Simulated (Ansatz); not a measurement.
# SiF+ (singlet): from Hartree-Fock to the top rungs, 6-31G

How much of the correlation energy of SiF+ (singlet) does each wave-function method recover here?

Program: Ansatz 0.2.0, Gaussian basis. Level of theory: 6-31G, core rule «outside noble gas», up to 6 orbitals frozen. These are calculated values, not measurements.

Plan: UHF; CCSD(T) on RHF; BCCD(T) on RHF; CISD; CCSDT(Q) on RHF; CISDTQ; CCSDTQ on RHF; Full CI.

13 further runs of the same task are left out: 4 for a known fault of the program, 4 that didn't finish, 5 set aside as unsound or not needed.

**1. What is computed**

The geometry is a PBE0/def2-TZVP stationary point (not a proven minimum) of the parent state, kept for this charge and spin.

2 atoms, charge 1, spin multiplicity 1.

Atoms are counted from 1 here; the program's logs count them from 0.

Bond lengths: Si1–F2 1.555 Å.

**2. UHF**

in.yaml reads:

```yaml
crystal:
  periodic: [false, false, false]
  atoms:
    - {symbol: Si, position_ang: [0.000000, 0.000000, 0.000000]}
    - {symbol: F, position_ang: [0.000000, 0.000000, 1.554800]}
basis:
  gaussian: {orbitals: 6-31G}
total_charge: 1
magnetization: {spin_polarized: true, initial_magnetization: 0}
hamiltonian: {xc: hf}
output: {orbitals: {seedname: orbitals}}
```

Run with:

```bash
ansatz run in.yaml --threads 1 --pin off --events-out ev --progress --plain --max-ram 2393MiB
```

The runs that follow: CCSD(T) on RHF; BCCD(T) on RHF; CISD; CCSDT(Q) on RHF; CISDTQ; CCSDTQ on RHF; Full CI.

**Question.** What will the summary of the whole plan be? Wanted: FCI below the RHF energy; RMP2 from FCI; RCCSD from FCI; RCCSD(T) from FCI; RCCSDT(Q) from FCI; T1 diagnostic; effectively unpaired electrons.

As calculated:

| quantity | value |
| --- | --- |
| FCI below the RHF energy | -4.8444 eV |
| RMP2 from FCI | +320.0 meV |
| RCCSD from FCI | +128.5 meV |
| RCCSD(T) from FCI | +18.0 meV |
| RCCSDT(Q) from FCI | -4.2 meV |
| levels within 1 kcal/mol (43 meV) | RCCSD(T), BCCD(T), RCCSDT, CISDTQ, RCCSDT(Q), RCCSDTQ |
| T1 diagnostic | 0.022 |
| effectively unpaired electrons | 0.06 |

What this shows: RCCSD(T) misses by +18.0 meV, 0.4 % of the correlation energy. RCCSDT(Q) falls below full CI, which methods that aren't variational can do. One determinant dominates. These misses are within one basis, not against nature.
